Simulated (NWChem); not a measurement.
**One shape, several levels: doublet CHFO+**

Aim: a comparison of 3 runs (UHF/def2-TZVPP, U-r2SCAN/def2-TZVPP, USVWN5/def2-TZVPP) of doublet CHFO+. 

The calculation is run with NWChem 7.3.0.

4 further runs of the same task are left out: 4 set aside as unsound or not needed. Runs told in other sessions of the task aren't counted.

## 1. Starting point

The species is CHFO+ (4 atoms), meant as a doublet with charge +1. As SMILES of the parent species, `O=CF`. Geometry: relaxed at PBE0-D4/def2-TZVP. That shape belongs to the parent species and isn't relaxed for this state.

Bond lengths: O1–C2 1.174 Å, C2–F3 1.336 Å, C2–H4 1.097 Å. Angles: O1–C2–F3 122.9°, O1–C2–H4 127.8°, F3–C2–H4 109.3°.

## 2. A single-point energy at UHF/def2-TZVPP (run 1)

The input, chfo.nw:

```
echo
start chfo
title "CHFO hf"
memory total 2200 mb
charge 1
geometry noautosym nocenter noautoz
 O    -0.889340    0.201180    0.827740
 C    -0.046400    0.067520    0.021620
 F     0.585200   -1.091810   -0.181820
 H     0.350540    0.823120   -0.667550
end
basis spherical bse
 * library def2-TZVPP
end
scf
 doublet
 uhf
 thresh 1e-08
 maxiter 80
end
task scf energy
```

Started as:

```sh
$ nwchem chfo.nw > chfo.out
```

Log:

```text
[...]
  functions       =   107
[...]
  wavefunction    = UHF
[...]
         Total SCF energy =   -212.435587549427
      One electron energy =   -419.531259084462
      Two electron energy =    139.430162852635
 Nuclear repulsion energy =     67.665508682400
                       Sz =      0.5000
                 Sz(Sz+1) =      0.7500
                      S^2 =      0.7707
[...]
```

Run time: 56 s. Hardware: 1 thread of Intel Xeon Platinum 8223CL at 3.00GHz (Skylake/Cascade Lake), shared host; peak memory 0.11 GiB.

## 3. A single-point energy at U-r2SCAN/def2-TZVPP (run 2)

The input, run.py:

```python
from ase import Atoms
from ase.calculators.nwchem import NWChem

atoms = Atoms(['O', 'C', 'F', 'H'], positions=[
    [-0.889340, 0.201180, 0.827740],
    [-0.046400, 0.067520, 0.021620],
    [0.585200, -1.091810, -0.181820],
    [0.350540, 0.823120, -0.667550],
])

calc = NWChem(
    label='chfo',
    theory='dft',
    memory='2200 mb',
    basis='def2-TZVPP',
    basispar='spherical bse',
    charge=1,
    dft={'xc': 'r2scan', 'mult': '2', 'grid': 'fine', 'convergence': 'energy 1e-08', 'iterations': '100', 'mulliken': None},
    task='energy',
)
atoms.calc = calc

print(f"energy = {atoms.get_potential_energy():.6f} eV")
```

Started as:

```sh
$ export ASE_NWCHEM_COMMAND="nwchem PREFIX.nwi > PREFIX.nwo"
$ python run.py
```

Log:

```text
energy = -5804.471586 eV
```

The calculator wrote chfo.nwi:

```
title "chfo"

permanent_dir chfo

scratch_dir chfo

start chfo

geometry units angstrom nocenter noautosym noautoz
  O  -8.8934000000000002e-01 2.0118000000000000e-01 8.2774000000000003e-01
  C  -4.6399999999999997e-02 6.7519999999999997e-02 2.1620000000000000e-02
  F  5.8520000000000005e-01 -1.0918099999999999e+00 -1.8182000000000001e-01
  H  3.5054000000000002e-01 8.2311999999999996e-01 -6.6754999999999998e-01
end

charge 1

memory 2200 mb

basis spherical bse noprint
   * library def2-TZVPP
end

dft
  xc r2scan
  mult 2
  grid fine
  convergence energy 1e-08
  iterations 100
  mulliken
end

task dft energy
```

chfo.nwo:

```text
Northwest Computational Chemistry Package (NWChem) 7.3.0
             --------------------------------------------------------

           Job information
           ---------------

    nwchem branch   = 7.3.0
    use scalapack   = T
    input           = chfo.nwi
    prefix          = chfo.
    data base       = chfo/chfo.db
    status          = startup
    nproc           =        1

           Memory information
           ------------------

[... 5 lines left out ...]
    hardfail = no
[... 38 lines left out ...]
            Nuclear Dipole moment (a.u.)
[... 73 lines left out ...]
          Convergence on density requested:  1.00D-05
[... 25 lines left out ...]
          Convergence aids based upon iterative change in
[... 31 lines left out ...]
 2-e energy   =     134.361569
[... 52 lines left out ...]
           Coulomb energy =      163.177188946121
[... 762 lines left out ...]
                     DFT Final Beta Molecular Orbital Analysis
[... 860 lines left out ...]
     Multipole analysis of the density
     ---------------------------------

     L   x y z        total         alpha         beta         nuclear
     -   - - -        -----         -----         ----         -------
     0   0 0 0      1.000000    -12.000000    -11.000000     24.000000

     1   1 0 0     -0.124119      2.194812      1.036807     -3.355738
[... 8 lines of this table left out ...]
     2   0 0 2     -8.981301    -16.883144    -14.335826     22.237668

 Task  times  cpu:       33.6s     wall:       33.6s
 Total times  cpu:       33.6s     wall:       33.6s
```

Wall time 35 s (1 thread of Intel Xeon Platinum 8223CL at 3.00GHz (Skylake/Cascade Lake), shared host); peak memory 0.12 GiB.

## 4. The energy at USVWN5/def2-TZVPP (run 3)

run.py, as its differences from that of step 3:

```diff
@@ -11,3 +11,3 @@
 calc = NWChem(
-    label='chfo',
+    label='test',
     theory='dft',
@@ -17,3 +17,3 @@
     charge=1,
-    dft={'xc': 'r2scan', 'mult': '2', 'grid': 'fine', 'convergence': 'energy 1e-08', 'iterations': '100', 'mulliken': None},
+    dft={'xc': 'slater vwn_5', 'mult': '2', 'grid': 'fine', 'convergence': 'energy 1e-08', 'iterations': '100', 'mulliken': None},
     task='energy',
```

Started as:

```sh
$ export ASE_NWCHEM_COMMAND="nwchem PREFIX.nwi > PREFIX.nwo"
$ python run.py
```

Log:

```text
energy = -5765.660415 eV
```

The calculator wrote test.nwi:

```
title "test"

permanent_dir test

scratch_dir test

start test

geometry units angstrom nocenter noautosym noautoz
  O  -8.8934000000000002e-01 2.0118000000000000e-01 8.2774000000000003e-01
  C  -4.6399999999999997e-02 6.7519999999999997e-02 2.1620000000000000e-02
  F  5.8520000000000005e-01 -1.0918099999999999e+00 -1.8182000000000001e-01
  H  3.5054000000000002e-01 8.2311999999999996e-01 -6.6754999999999998e-01
end

charge 1

memory 2200 mb

basis spherical bse noprint
   * library def2-TZVPP
end

dft
  xc slater vwn_5
  mult 2
  grid fine
  convergence energy 1e-08
  iterations 100
  mulliken
end

task dft energy
```

test.nwo:

```text
Northwest Computational Chemistry Package (NWChem) 7.3.0
             --------------------------------------------------------

           Job information
           ---------------

    nwchem branch   = 7.3.0
    use scalapack   = T
    input           = test.nwi
    prefix          = test.
    data base       = test/test.db
    status          = startup
    nproc           =        1

           Memory information
           ------------------

[... 5 lines left out ...]
    hardfail = no
[... 38 lines left out ...]
            Nuclear Dipole moment (a.u.)
[... 73 lines left out ...]
          Convergence on density requested:  1.00D-05
[... 24 lines left out ...]
          Convergence aids based upon iterative change in
[... 31 lines left out ...]
 2-e energy   =     134.361569
[... 52 lines left out ...]
           Coulomb energy =      162.884617399806
[... 762 lines left out ...]
                     DFT Final Beta Molecular Orbital Analysis
[... 860 lines left out ...]
     Multipole analysis of the density
     ---------------------------------

     L   x y z        total         alpha         beta         nuclear
     -   - - -        -----         -----         ----         -------
     0   0 0 0      1.000000    -12.000000    -11.000000     24.000000

     1   1 0 0     -0.060663      2.153753      1.141322     -3.355738
[... 8 lines of this table left out ...]
     2   0 0 2     -9.104626    -16.896588    -14.445706     22.237668

 Task  times  cpu:       20.6s     wall:       20.6s
 Total times  cpu:       20.6s     wall:       20.6s
```

It took 22 s on 1 thread of Intel Xeon Platinum 8223CL at 3.00GHz (Skylake/Cascade Lake), shared host; peak memory 0.12 GiB.

## 5. All runs side by side

| run | level | iteration cap | module | energy (Eh) | HOMO energy (eV) | LUMO energy (eV) | ⟨S²⟩ | wall time |
| --- | --- | --- | --- | --- | --- | --- | --- | --- |
| 1 | UHF/def2-TZVPP | 80 | scf | -212.435588 | -25.50 | -8.74 | 0.771 | 56 s |
| 2 | U-r2SCAN/def2-TZVPP | 100 | dft | -213.310398 | -19.01 | -16.41 | 0.758 | 35 s |
| 3 | USVWN5/def2-TZVPP | 100 | dft | -211.884114 | -18.77 | -17.51 | 0.753 | 22 s |

## 6. Outcome

```
                                 quantity          value
                      run 3: total energy  -211.88411 Eh
run 3: HOMO energy (highest over α and β)      -18.77 eV
 run 3: LUMO energy (lowest over α and β)      -17.51 eV
                              run 3: ⟨S²⟩          0.753
```

What this shows: Totals of different functionals can't be ranked against each other. All runs together took 1.9 min, the longest 56 s.
